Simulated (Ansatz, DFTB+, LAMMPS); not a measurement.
**Zone-centre TO phonon frequency of diamond-structure Si: levels of theory against measurement**

Reference value: 525 cm⁻¹ (measured, low temperature, zero-point motion not removed; as tabulated in Tanner et al. (2021), arXiv:2110.11888).

```json
[
 {"level (code)": "DFTB cp2k-nonscc (DFTB+)", "value (cm⁻¹)": "578", "cell (Å³/atom)": "19.81"},
 {"level (code)": "SNAP Si_Zuo_JPCA2020.quadratic.snap (LAMMPS)", "value (cm⁻¹)": "505", "cell (Å³/atom)": "20.39"},
 {"level (code)": "LDA (Ansatz)", "value (cm⁻¹)": "513", "cell (Å³/atom)": "19.70"},
 {"level (code)": "PBE (Ansatz)", "value (cm⁻¹)": "503", "cell (Å³/atom)": "20.46"},
 {"level (code)": "r²SCAN (Ansatz)", "value (cm⁻¹)": "[?]", "cell (Å³/atom)": "20.17"},
 {"level (code)": "r²SCAN0 (Ansatz)", "value (cm⁻¹)": "[?]", "cell (Å³/atom)": "19.97"}
]
```

### Question
Fill in the missing entries.

### Answer

- r²SCAN (Ansatz, a first-principles code), value (cm⁻¹): 518
- r²SCAN0 (Ansatz), value (cm⁻¹): 537

Differences against the reference: DFTB cp2k-nonscc +10.1 %, SNAP Si_Zuo_JPCA2020.quadratic.snap -3.8 %, LDA -2.3 %, PBE -4.2 %, r²SCAN -1.3 %, r²SCAN0 +2.3 %.

Once the reference is moved by up to 2.0 % (a margin picked here for doubts on the reference and the settings, and for temperature and zero-point motion) and values within 0.7 % count as equal, the nearest can be r²SCAN (-1.3 %), LDA (-2.3 %) or r²SCAN0 (+2.3 %). Among them DFTB cp2k-nonscc (+10.1 %) misses by most.

The measured value isn't corrected to a static lattice, so vibrations enter the comparison.  DFTB cp2k-nonscc: this tight-binding set is not self-consistent in the charges. Each level is taken at its own relaxed cell. Cutoffs and k meshes differ between the levels. Ansatz's density-functional and Hartree–Fock values are scalar-relativistic unless marked +SOC, with PAW data made under PBE.

Machine-learned potentials (SNAP Si_Zuo_JPCA2020.quadratic.snap) are trained on DFT data: a solid inside that data is no test of them.

Differences are worked out from the printed values.
